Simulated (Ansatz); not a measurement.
System: tetradymite Bi2Se3. Method: r²SCAN+rVV10 (Ansatz, a quantum-chemistry and plane-wave program, PAW).

Settings: plane-wave cutoff 600 eV, 10×10×10 k mesh, scalar-relativistic PAW data made under PBE.

Computed at the level's own relaxed cell.

```xyz
5
Lattice="2.0722 1.1964 9.7634 -2.0722 1.1964 9.7634 0.0000 -2.3927 9.7634" Properties=species:S:1:pos:R:3 pbc="T T T"
Bi     0.0000     0.0000    17.5935
Bi     0.0000     0.0000    11.6969
Se     0.0000     0.0000     0.0000
Se     0.0000     0.0000    23.0138
Se     0.0000     0.0000     6.2765
```

Problem. Give the elastic tensor (Voigt notation, GPa, ions relaxed, in the Cartesian axes of the cell as printed).

Solution. 
```
   85.7    24.8    19.7    -9.7     0.0     0.0
   24.8    85.7    19.7     9.7     0.0     0.0
   19.7    19.7    35.9     0.0     0.0     0.0
   -9.7     9.7     0.0    18.9     0.0     0.0
    0.0     0.0     0.0     0.0    18.9    -9.7
    0.0     0.0     0.0     0.0    -9.7    30.5
```

Spin–orbit coupling is not included; it can shift volumes and moduli of such heavy elements.
